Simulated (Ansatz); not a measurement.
fcc Sr, treated with rVV10 in Ansatz (PAW).

Settings: plane-wave cutoff 520 eV, 16×16×16 k mesh, Fermi–Dirac smearing 0.05 eV, scalar-relativistic PAW data made under PBE.

Pressure at four volumes; x = ln(V/52.356 Å³). One pressure is withheld.

| V (Å³/atom) | x | P (GPa) |
|---|---|---|
| 49.215 | -0.0619 | 0.886 |
| 52.356 | 0.0000 | -0.010 |
| 54.450 | 0.0392 | -0.481 |
| 55.497 | 0.0583 | ? |

Pass a parabola P(x) through the three rows shown, estimate the bulk modulus and its pressure derivative near zero pressure, and predict the withheld pressure.

Slopes between the rows: (-0.010 − (0.886))/(0.0000 − (-0.0619)) = -14.47 and (-0.481 − (-0.010))/(0.0392 − (0.0000)) = -12.02 GPa. Their difference over the span 0.1011 is c = 2.45/0.1011 = 24.2 GPa, so P(x) = 0.886 + (-14.47)(x − (-0.0619)) + 24.2 (x − (-0.0619))(x − (0.0000)). At the middle row B = −dP/dx = −[-14.47 + 24.2 × 0.0619] = 13.0 GPa, and B′ = dB/dP = 2c/B = 3.7. At x = 0.0583 the parabola gives -0.684 GPa; the run gives -0.687 GPa. The Birch–Murnaghan fit to the energies at all volumes has B0 = 13.0 GPa and B′ = 3.7.

Measured, for comparison: bulk modulus 12.5 GPa (corrected for temperature and zero-point phonon effects, our sources range from 12.0 to 12.5; as tabulated in Levämäki et al. (2014), arXiv:1402.3671). Computed (rounded) less measured: bulk modulus +4 % (+4 % to +8 % over the range).

Ansatz is a quantum-chemistry and plane-wave program.
